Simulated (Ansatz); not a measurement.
The input, for Ansatz 0.2.0:

```yaml
crystal:
  periodic: [false, false, false]
  atoms:
    - {symbol: I, position_ang: [0.000000, -0.017859, 0.000000]}
    - {symbol: H, position_ang: [0.000000, 1.124252, -1.161410]}
    - {symbol: H, position_ang: [0.000000, 1.124299, 1.161363]}
basis:
  gaussian: {orbitals: def2-SVP}
total_charge: 1
magnetization: {spin_polarized: true, initial_magnetization: 2}
correlation: {method: ccsdtq, electrons: outside_noble_gas}
```

```sh
$ ansatz run in.yaml --threads 2 --pin off --events-out ev --progress --plain --max-ram 16896MiB --backend cuda --devices 0, --max-vram 18GiB
```

Log:

```
748 factors; integrals over basis functions are off by at most 2.2e-7 eV
mean field evaluation 1: about -8089.0616 eV, gradient 6.5e0 eV
mean field evaluation 2: about -8089.1617 eV, gradient 6.6e0 eV
mean field evaluation 4: about -8089.5968 eV, gradient 6.9e-1 eV
mean field evaluation 8: about -8089.6076 eV, gradient 3.1e-3 eV
mean field evaluation 16: about -8089.4860 eV, gradient 3.0e-1 eV
mean field evaluation 32: about -8085.5788 eV, gradient 8.7e0 eV
mean field evaluation 64: about -8086.3904 eV, gradient 1.8e-3 eV
mean field evaluation 96: about -8086.1459 eV, gradient 3.7e0 eV
mean field -8089.60764809 eV, -297.2875977344 hartree, gradient 2.8e-6 eV, S^2 2.027206; 5 other end points of the search recorded, 0 dependent functions left out
determinant -8089.60764809 eV, -297.2875977344 hartree, with singles and doubles -8092.94873270 eV, -297.4103803291 hartree
determinant -8088.27754057 eV, -297.2387171847 hartree, with singles and doubles -8091.72160396 eV, -297.3652841797 hartree
determinant -8087.37216569 eV, -297.2054452714 hartree, with singles and doubles -8090.80209838 eV, -297.3314929727 hartree
determinant -8086.39037322 eV, -297.1693650634 hartree, with singles and doubles -8089.80760412 eV, -297.2949459829 hartree
9 core orbitals not correlated: weight in the atoms' cores, before any rotation towards them, 1.000 or more for the frozen orbitals, at most 0.000 for the correlated occupied ones
reference -8089.60764809 eV, -297.2875977344 hartree; 5, 3 occupied and 22, 24 virtual orbitals, 748 factors
second order -2.70144556 eV of doubles, -0.00000000 eV of singles
cycle   1  -3.14594501 eV  change   -4.4e-1 eV  update   5.7e-2
cycle   2  -3.40505253 eV  change   -2.6e-1 eV  update   2.7e-2
cycle   3  -3.42341475 eV  change   -1.8e-2 eV  update   9.9e-3
cycle   4  -3.42989322 eV  change   -6.5e-3 eV  update   4.5e-3
cycle   5  -3.43033220 eV  change   -4.4e-4 eV  update   1.4e-3
cycle   6  -3.42981601 eV  change    5.2e-4 eV  update   5.1e-4
cycle   7  -3.42988749 eV  change   -7.1e-5 eV  update   2.3e-4
cycle   8  -3.43000165 eV  change   -1.1e-4 eV  update   8.0e-5
cycle   9  -3.42995807 eV  change    4.4e-5 eV  update   3.6e-5
cycle  10  -3.42995484 eV  change    3.2e-6 eV  update   1.4e-5
cycle  11  -3.42995421 eV  change    6.3e-7 eV  update   6.0e-6
cycle  12  -3.42995480 eV  change   -5.9e-7 eV  update   2.4e-6
cycle  13  -3.42995394 eV  change    8.6e-7 eV  update   1.1e-6
cycle  14  -3.42995307 eV  change    8.7e-7 eV  update   4.6e-7
Total energy: -8093.03760116 eV, -297.4136461848 hartree
```

Ran on 2 threads of AMD EPYC 7R13 with a shared H100 80 GB, shared host: 13 s wall, 0.86 GiB peak host memory.
